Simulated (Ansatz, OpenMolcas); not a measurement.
**Predicting a hybrid from its neighbours: CH3BO (Borane carbonyl)**

CH3BO: 6 atoms, total charge 0, spin state singlet. As SMILES, `[BH3-]C#[O+]`. Geometry: relaxed at PBE0-D4/def2-TZVP.

The HOMO–LUMO gap y, in eV, basis def2-TZVP; a is the functional's share of exact exchange. Programs: Ansatz 0.2.0, OpenMolcas 26.06.

| functional | program | a | y (eV) |
| --- | --- | --- | --- |
| r2SCAN | Ansatz | 0 | 6.41 |
| TPSS | OpenMolcas | 0 | 6.15 |
| B3LYP | Ansatz | 0.2 | ? |
| PBE0 | Ansatz | 0.25 | 8.23 |
| BHLYP | Ansatz | 0.5 | 10.63 |

Fit y = c + s·a to the known rows and predict B3LYP.


1. Means of the 4 rows: a = 0.1875, y = 7.855.
2. Σ(Δa)² = 0.17188, Σ(Δa·Δy) = 1.4813, so the slope is 1.4813/0.17188 = 8.6182.
3. Intercept: 7.855 − (8.6182) × 0.1875 = 6.239. The largest residual of the fit is 0.17.
4. B3LYP: 6.239 + (8.6182) × 0.2 = 7.96 eV.

The run gave 7.73 eV, so the prediction is off by +0.23 eV, about the scatter of the fit. Exact exchange lowers occupied levels and raises empty ones. The rows mix families of semi-local functionals, which the line can't see.
